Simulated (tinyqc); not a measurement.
UHF in the sto-6g basis, for NH3+, spin multiplicity 2, step by step. One step of it, computed by the program tinyqc.

Task: Iteration 1: diagonalisation and new density. Diagonalise F' = X^T F X, C = X C', fill 5 alpha and 4 beta electrons from the bottom; D(s) = C_occ C_occ^T. Each column has its largest component positive (the first on a tie).

F(alpha) (hartree), order 1N 1s, 1N 2s, 1N 2px, 1N 2py, 1N 2pz, 2H 1s, 3H 1s, 4H 1s:
$$\begin{pmatrix}
-14.660116 & -3.611064 & 0.000012 & 0.000000 & -0.005820 & -0.832064 & -0.832711 & -0.832711 \\
-3.611064 & -1.833822 & 0.000141 & 0.000000 & 0.077396 & -0.751207 & -0.751643 & -0.751643 \\
0.000012 & 0.000141 & -0.372331 & 0.000000 & -0.000045 & -0.355313 & 0.177829 & 0.177829 \\
0.000000 & 0.000000 & 0.000000 & -0.372318 & 0.000000 & 0.000000 & -0.307783 & 0.307783 \\
-0.005820 & 0.077396 & -0.000045 & 0.000000 & -0.327350 & 0.149240 & 0.149341 & 0.149341 \\
-0.832064 & -0.751207 & -0.355313 & 0.000000 & 0.149240 & -0.475140 & -0.261663 & -0.261663 \\
-0.832711 & -0.751643 & 0.177829 & -0.307783 & 0.149341 & -0.261663 & -0.475447 & -0.261903 \\
-0.832711 & -0.751643 & 0.177829 & 0.307783 & 0.149341 & -0.261663 & -0.261903 & -0.475447
\end{pmatrix}$$

F(beta) (hartree), order 1N 1s, 1N 2s, 1N 2px, 1N 2py, 1N 2pz, 2H 1s, 3H 1s, 4H 1s:
$$\begin{pmatrix}
-14.635484 & -3.579494 & 0.000012 & 0.000000 & 0.005708 & -0.824653 & -0.825296 & -0.825296 \\
-3.579494 & -1.624577 & 0.000131 & 0.000000 & 0.332921 & -0.705541 & -0.705950 & -0.705950 \\
0.000012 & 0.000131 & -0.319603 & 0.000000 & -0.000072 & -0.345876 & 0.173105 & 0.173105 \\
0.000000 & 0.000000 & 0.000000 & -0.319590 & 0.000000 & 0.000000 & -0.299606 & 0.299606 \\
0.005708 & 0.332921 & -0.000072 & 0.000000 & 0.371487 & 0.175999 & 0.176113 & 0.176113 \\
-0.824653 & -0.705541 & -0.345876 & 0.000000 & 0.175999 & -0.459257 & -0.250007 & -0.250007 \\
-0.825296 & -0.705950 & 0.173105 & -0.299606 & 0.176113 & -0.250007 & -0.459547 & -0.250239 \\
-0.825296 & -0.705950 & 0.173105 & 0.299606 & 0.176113 & -0.250007 & -0.250239 & -0.459547
\end{pmatrix}$$

X, order 1N 1s, 1N 2s, 1N 2px, 1N 2py, 1N 2pz, 2H 1s, 3H 1s, 4H 1s:
$$\begin{pmatrix}
-0.305166 & 0.000000 & -0.000388 & 0.768009 & 0.607174 & 0.000000 & 0.000089 & 0.134958 \\
1.352204 & 0.000000 & 0.001209 & -0.172566 & 0.206749 & 0.000000 & 0.000167 & 0.419987 \\
-0.001245 & 0.000000 & 0.987515 & 0.000040 & -0.000041 & 0.000000 & 0.648430 & -0.000139 \\
0.000000 & 0.987495 & 0.000000 & 0.000000 & 0.000000 & 0.648522 & 0.000000 & 0.000000 \\
-0.377059 & 0.000000 & -0.000279 & -0.648365 & 0.715133 & 0.000000 & -0.000009 & -0.117837 \\
-0.627366 & 0.000000 & -0.967541 & -0.118441 & -0.093042 & 0.000000 & 0.441578 & 0.302763 \\
-0.629163 & -0.837591 & 0.482889 & -0.118361 & -0.092979 & 0.382294 & -0.220640 & 0.302952 \\
-0.629163 & 0.837591 & 0.482889 & -0.118361 & -0.092979 & -0.382294 & -0.220640 & 0.302952
\end{pmatrix}$$

Give: F' = X^T F X; orbital energies; coefficients C; F' = X^T F X; orbital energies; coefficients C; D(alpha) after iteration 1; D(beta) after iteration 1.

Result:

F' = X^T F X (alpha) (hartree):
$$\begin{pmatrix}
0.0378 & 0.0000 & -0.0006 & 0.9926 & 0.7244 & 0.0000 & 0.0001 & -0.0059 \\
0.0000 & 0.3556 & 0.0000 & 0.0000 & 0.0000 & 0.0003 & 0.0000 & 0.0000 \\
-0.0006 & 0.0000 & 0.3554 & 0.0017 & 0.0014 & 0.0000 & 0.0002 & 0.0003 \\
0.9926 & 0.0000 & 0.0017 & -7.4702 & -6.5019 & 0.0000 & -0.0013 & -2.7961 \\
0.7244 & 0.0000 & 0.0014 & -6.5019 & -6.2559 & 0.0000 & -0.0012 & -2.6281 \\
0.0000 & 0.0003 & 0.0000 & 0.0000 & 0.0000 & -0.5242 & 0.0000 & 0.0000 \\
0.0001 & 0.0000 & 0.0002 & -0.0013 & -0.0012 & 0.0000 & -0.5243 & -0.0005 \\
-0.0059 & 0.0000 & 0.0003 & -2.7961 & -2.6281 & 0.0000 & -0.0005 & -2.0965
\end{pmatrix}$$

orbital energies (alpha) (hartree): MO1 -14.6657, MO2 -1.0432, MO3 -0.5243, MO4 -0.5242, MO5 -0.3409, MO6 0.2648, MO7 0.3554, MO8 0.3556

coefficients C (alpha), order 1N 1s, 1N 2s, 1N 2px, 1N 2py, 1N 2pz, 2H 1s, 3H 1s, 4H 1s:
$$\begin{pmatrix}
0.9945 & -0.2260 & -0.0001 & 0.0000 & -0.0694 & -0.1575 & 0.0004 & 0.0000 \\
0.0265 & 0.8284 & 0.0003 & 0.0000 & 0.3740 & 1.1183 & -0.0029 & 0.0000 \\
0.0000 & -0.0002 & 0.6482 & 0.0000 & -0.0001 & 0.0021 & 0.9877 & 0.0000 \\
0.0000 & 0.0000 & 0.0000 & 0.6482 & 0.0000 & 0.0000 & 0.0000 & 0.9877 \\
-0.0018 & -0.0939 & 0.0001 & 0.0000 & 0.9092 & -0.5023 & 0.0013 & 0.0000 \\
-0.0053 & 0.1219 & 0.4418 & 0.0000 & -0.1360 & -0.6921 & -0.9651 & 0.0000 \\
-0.0053 & 0.1221 & -0.2208 & 0.3826 & -0.1359 & -0.6889 & 0.4851 & -0.8375 \\
-0.0053 & 0.1221 & -0.2208 & -0.3826 & -0.1359 & -0.6889 & 0.4851 & 0.8375
\end{pmatrix}$$

F' = X^T F X (beta) (hartree):
$$\begin{pmatrix}
0.0982 & 0.0000 & -0.0006 & 0.9629 & 0.7665 & 0.0000 & 0.0001 & 0.0537 \\
0.0000 & 0.3859 & 0.0000 & 0.0000 & 0.0000 & 0.0287 & 0.0000 & 0.0000 \\
-0.0006 & 0.0000 & 0.3857 & 0.0017 & 0.0014 & 0.0000 & 0.0286 & 0.0004 \\
0.9629 & 0.0000 & 0.0017 & -7.1028 & -6.8892 & 0.0000 & -0.0013 & -2.8404 \\
0.7665 & 0.0000 & 0.0014 & -6.8892 & -5.8045 & 0.0000 & -0.0012 & -2.5650 \\
0.0000 & 0.0287 & 0.0000 & 0.0000 & 0.0000 & -0.4927 & 0.0000 & 0.0000 \\
0.0001 & 0.0000 & 0.0286 & -0.0013 & -0.0012 & 0.0000 & -0.4927 & -0.0005 \\
0.0537 & 0.0000 & 0.0004 & -2.8404 & -2.5650 & 0.0000 & -0.0005 & -2.0298
\end{pmatrix}$$

orbital energies (beta) (hartree): MO1 -14.6399, MO2 -0.9421, MO3 -0.4937, MO4 -0.4936, MO5 0.2467, MO6 0.3867, MO7 0.3868, MO8 0.4964

coefficients C (beta), order 1N 1s, 1N 2s, 1N 2px, 1N 2py, 1N 2pz, 2H 1s, 3H 1s, 4H 1s:
$$\begin{pmatrix}
0.9952 & -0.2087 & -0.0001 & 0.0000 & -0.1895 & 0.0003 & 0.0000 & -0.0001 \\
0.0236 & 0.7404 & 0.0003 & 0.0000 & 1.2243 & -0.0018 & 0.0000 & -0.1723 \\
0.0000 & -0.0002 & 0.6160 & 0.0000 & 0.0012 & 1.0081 & 0.0000 & 0.0010 \\
0.0000 & 0.0000 & 0.0000 & 0.6160 & 0.0000 & 0.0000 & 1.0081 & 0.0000 \\
-0.0027 & -0.2031 & 0.0000 & 0.0000 & 0.0221 & -0.0009 & 0.0000 & 1.0228 \\
-0.0048 & 0.1573 & 0.4727 & 0.0000 & -0.6501 & -0.9514 & 0.0000 & 0.2512 \\
-0.0048 & 0.1575 & -0.2363 & 0.4094 & -0.6484 & 0.4768 & -0.8247 & 0.2526 \\
-0.0048 & 0.1575 & -0.2363 & -0.4094 & -0.6484 & 0.4768 & 0.8247 & 0.2526
\end{pmatrix}$$

D(alpha) after iteration 1, order 1N 1s, 1N 2s, 1N 2px, 1N 2py, 1N 2pz, 2H 1s, 3H 1s, 4H 1s:
$$\begin{pmatrix}
1.0450 & -0.1868 & 0.0000 & 0.0000 & -0.0437 & -0.0234 & -0.0234 & -0.0234 \\
-0.1868 & 0.8268 & 0.0000 & 0.0000 & 0.2622 & 0.0502 & 0.0501 & 0.0501 \\
0.0000 & 0.0000 & 0.4201 & 0.0000 & 0.0000 & 0.2863 & -0.1431 & -0.1431 \\
0.0000 & 0.0000 & 0.0000 & 0.4201 & 0.0000 & 0.0000 & 0.2480 & -0.2480 \\
-0.0437 & 0.2622 & 0.0000 & 0.0000 & 0.8355 & -0.1350 & -0.1350 & -0.1350 \\
-0.0234 & 0.0502 & 0.2863 & 0.0000 & -0.1350 & 0.2286 & -0.0642 & -0.0642 \\
-0.0234 & 0.0501 & -0.1431 & 0.2480 & -0.1350 & -0.0642 & 0.2285 & -0.0642 \\
-0.0234 & 0.0501 & -0.1431 & -0.2480 & -0.1350 & -0.0642 & -0.0642 & 0.2285
\end{pmatrix}$$

D(beta) after iteration 1, order 1N 1s, 1N 2s, 1N 2px, 1N 2py, 1N 2pz, 2H 1s, 3H 1s, 4H 1s:
$$\begin{pmatrix}
1.0339 & -0.1310 & 0.0000 & 0.0000 & 0.0397 & -0.0376 & -0.0376 & -0.0376 \\
-0.1310 & 0.5487 & 0.0000 & 0.0000 & -0.1505 & 0.1165 & 0.1164 & 0.1164 \\
0.0000 & 0.0000 & 0.3795 & 0.0000 & 0.0000 & 0.2912 & -0.1456 & -0.1456 \\
0.0000 & 0.0000 & 0.0000 & 0.3795 & 0.0000 & 0.0000 & 0.2522 & -0.2522 \\
0.0397 & -0.1505 & 0.0000 & 0.0000 & 0.0413 & -0.0320 & -0.0320 & -0.0320 \\
-0.0376 & 0.1165 & 0.2912 & 0.0000 & -0.0320 & 0.2482 & -0.0869 & -0.0869 \\
-0.0376 & 0.1164 & -0.1456 & 0.2522 & -0.0320 & -0.0869 & 0.2482 & -0.0869 \\
-0.0376 & 0.1164 & -0.1456 & -0.2522 & -0.0320 & -0.0869 & -0.0869 & 0.2482
\end{pmatrix}$$
